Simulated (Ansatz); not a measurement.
Molecule: CH2Cl (charge 0, doublet). It need not be the lowest isomer of its formula. 
Geometry from a B3LYP-D3(BJ)/def2-TZVP (Ansatz, an electronic-structure program) optimisation:
```xyz
4

C      0.0123    -0.2448    -1.0869
Cl    -0.0064     0.1282     0.5693
H      0.9694    -0.3350    -1.5718
H     -0.9338    -0.3757    -1.5841
```
Charge 0, spin multiplicity 2.

Basis-set convergence of Hartree-Fock and CCSD correlation energies (hartree) with Ansatz. Valence correlation only, unless marked. UHF or UKS for open shells. Spin-orbit coupling is left out. No relativistic terms.

```json
[
 {"basis": "def2-SVP", "functions": "42", "E(HF)": "-498.30288", "E(corr, CCSD)": "-0.28208"},
 {"basis": "def2-TZVPP", "functions": "101", "E(HF)": "-498.50903", "E(corr, CCSD)": "-0.36873"},
 {"basis": "def2-QZVPP", "functions": "187", "E(HF)": "-498.52389", "E(corr, CCSD)": "-0.39503"}
]
```

Extrapolating the two largest sets (X = 3 and 4) as X^-3: E(corr) = (64·(-0.39503) - 27·(-0.36873))/37 = -0.4142 Eh, an estimate of the basis-set limit. The largest set recovers 95.4 % of it, the smallest 68.1 %.
